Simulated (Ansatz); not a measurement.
Si3H4 was relaxed with PBE0-D4 (def2-TZVP) in Ansatz in these states: neutral quintet, neutral singlet, neutral triplet. The geometries follow in no particular order.

A:

```xyz
7

Si    0.6193   -0.7581   -0.9891
Si    0.8928   -0.2546    1.0364
Si   -0.9298    0.6224   -0.0292
H     1.0700   -1.4830   -2.2073
H    -1.0167    2.0697   -0.3794
H     1.6798   -0.3571    2.2945
H    -2.3154    0.1607    0.2740
```

B:

```xyz
7

Si   -0.268   -0.300   -1.565
Si   -0.922   -1.264    0.405
Si    0.492    0.646    0.479
H    -1.292    0.755   -1.889
H     1.842    0.426    1.055
H     0.126   -2.287    0.752
H     0.023    2.025    0.765
```

C:

```xyz
7

Si    1.110    1.225    1.234
Si   -1.408    0.611   -1.393
Si    0.054   -0.454    0.047
H     1.466    1.080    2.678
H     0.984   -1.279   -0.780
H    -1.581    0.172   -2.811
H    -0.625   -1.355    1.025
```

Q: Judge from the bond lengths which geometry belongs to which state (an estimate).

A: A is the neutral singlet (Si1–Si2 2.105 Å, Si2–Si3 2.286 Å, Si1–Si3 2.286 Å); B is the neutral triplet (Si1–Si2 2.289 Å, Si2–Si3 2.377 Å, Si1–Si3 2.377 Å); C is the neutral quintet (Si1–Si2 3.691 Å, Si2–Si3 2.312 Å, Si1–Si3 2.312 Å).

At PBE0-D4/def2-TZVP a singlet lies 0.59 eV below the neutral triplet. At PBE0-D4/def2-TZVP a singlet lies 2.51 eV below the neutral quintet. These are the stationary points nearest to one start from a short search; other shapes may lie lower in each state.
